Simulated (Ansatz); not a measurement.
**Basis-set limit of AlBH, sextet**

```xyz
3

B     0.0000    0.0000    0.2519
Al    0.0000    0.0000   -1.6889
H     0.0000    0.0000    1.4370
```

Connectivity, by distances: BH–Al.

Ansatz 0.2.0, UHF determinant, valence electrons correlated. Energies in eV.

| set | X | functions | Hartree–Fock | MP2 correlation | CCSD(T) correlation | time |
| --- | --- | --- | --- | --- | --- | --- |
| def2-TZVPP | 3 | 87 | -7262.6369 | -2.1013 | -2.8089 | 4.4 s on 1 thread of Arm Neoverse V1, with other jobs on the host |
| def2-QZVPP | 4 | 157 | -7262.8684 | -2.2340 | -2.9300 | 32 s on 1 thread of Arm Neoverse V1, on a shared host |

Hartree–Fock is taken to follow E(X) = E∞ + A·exp(−7.88·√X), correlation E(X) = E∞ + B·X^−2.97.

Cautions: another spin lies lower; raised T1 diagnostic.

**Question.** Work out the CCSD(T) energy at the limit, and how far the shortcut misses it that extrapolates MP2 and adds CCSD(T) minus MP2 from the smaller set.

**Answer.** Hartree–Fock: E∞ = E4 + 0.1377·(E4 − E3) = -7262.9003. Correlation: E∞ = E4 + 0.7407·(E4 − E3) = -3.0198 for CCSD(T) and -2.3323 for MP2. The limit is -7265.9200 eV, 0.122 eV below def2-QZVPP. The shortcut gives a correlation energy of -2.3323 + (-0.7075) = -3.0398, 20 meV lower than the direct value.

Past Ne part of the Hartree–Fock step between the two sets comes from the cores, which don't follow the formula, so the 32 meV that it adds to the total can overshoot; that part largely cancels in differences.
